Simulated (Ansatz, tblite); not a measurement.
**C5H8 (2,3-pentadiene): methods side by side**

C5H8: 13 atoms, total charge 0, spin state singlet. SMILES: `CC=C=CC`. The shape is that of a PBE0-D4/def2-TZVP optimisation.

Quantity: the atomisation enthalpy at 298 K, in kJ/mol. The values are calculated. The thermal term (zero-point and 298 K enthalpy, harmonic and unscaled) is that of GFN1-xTB; the spin-orbit lowering of the free atoms at 298 K, 0.1 kJ/mol by their spectra, is taken off.

Measured value to compare with: CRC Handbook of Chemistry and Physics gives the atomisation enthalpy at 298 K of the gas as 5195 kJ/mol.

```json
{"level": "PBE/6-31G* (spherical functions)", "kind": "GGA", "program": "Ansatz", "value (kJ/mol)": "5340", "computed − measured": "+145", "CPU time (all runs)": "3.9 s"}
{"level": "BHLYP/6-31G* (spherical functions)", "kind": "global hybrid", "program": "Ansatz", "value (kJ/mol)": "5043", "computed − measured": "-152", "CPU time (all runs)": "5.2 s"}
{"level": "r2SCAN0/6-31G* (spherical functions)", "kind": "hybrid meta-GGA", "program": "Ansatz", "value (kJ/mol)": "5139", "computed − measured": "-56", "CPU time (all runs)": "7.1 s"}
{"level": "HSE06/6-31G* (spherical functions)", "kind": "range-separated hybrid", "program": "Ansatz", "value (kJ/mol)": "5248", "computed − measured": "+53", "CPU time (all runs)": "4.8 s"}
{"level": "PBE-QIDH/6-31G* (spherical functions)", "kind": "double hybrid", "program": "Ansatz", "value (kJ/mol)": "5075", "computed − measured": "-120", "CPU time (all runs)": "5.6 s"}
{"level": "RPA@PBE/6-31G* (spherical functions)", "kind": "RPA", "program": "Ansatz", "value (kJ/mol)": "4622", "computed − measured": "-573", "CPU time (all runs)": "6.6 s"}
{"level": "BCCD(T)/6-31G* (spherical functions)", "kind": "coupled cluster or CI", "program": "Ansatz", "value (kJ/mol)": "4766", "computed − measured": "-429", "CPU time (all runs)": "18 s"}
{"level": "CCSD/6-31G* (spherical functions)", "kind": "coupled cluster or CI", "program": "Ansatz", "value (kJ/mol)": "4715", "computed − measured": "-480", "CPU time (all runs)": "13 s"}
```

Nearest: HSE06/6-31G* (spherical functions) (+53 kJ/mol); farthest: RPA@PBE/6-31G* (spherical functions) (-573 kJ/mol). Computed less measured by kind, in kJ/mol (6-31G* rows): GGA +145; global hybrid -152 to -56; range-separated hybrid +53; double hybrid -120; RPA -573; coupled cluster or CI -480 to -429. In a finite basis correlated wave-function methods underbind, so their errors here aren't those of the basis-set limit. CPU times are rough (shared hosts, several kinds of processor): they show what a rung costs within a factor of a few.
